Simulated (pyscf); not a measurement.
Single points on ωB97X-D3(BJ)/def2-SVP structures (PySCF, gas phase).

Task: Estimate the classical barrier height and the reaction energy of HO–Al(Cl)–Cl + ammonia (NH₃) → water (H₂O) + H₂N–Al(Cl)–Cl at ωB97M-D3(BJ)/def2-TZVP. The step runs on the singlet surface, breaks Al–O, H–N and forms H–O, Al–N; take the separated reactants as zero.

Result: ΔE‡ = -10.0 kcal/mol, ΔE = +9.7 kcal/mol. Zero-point energy shifts the barrier by +0.3 kcal/mol. It is a four-centre exchange, with an imaginary mode of 873i cm⁻¹. On the reactant side the descent ends in an adduct with a Al–N contact, 39.5 kcal/mol under the separated species and 28.0 kcal/mol under the saddle at ωB97X-D3(BJ)/def2-TZVP. On the product side the descent ends in an adduct with a Al–O contact, 25.3 kcal/mol under the separated species and 4.6 kcal/mol under the saddle at ωB97X-D3(BJ)/def2-TZVP. At ωB97M-D3(BJ) the saddle lies under the separated reactants, which points to a path from their complex (located at ωB97X-D3(BJ) alone). At ωB97M-D3(BJ) the saddle lies under the separated products, which points to a path from their complex (located at ωB97X-D3(BJ) alone), and parting the products costs more than the saddle. What is counted as formed (Al–N) is already present as a longer contact in the reactant adduct; forming that adduct is a step of its own. What is counted as broken (Al–O) persists as a longer contact in the product adduct; parting that adduct is a step of its own. One saddle was located; it need not be the lowest between these sides.
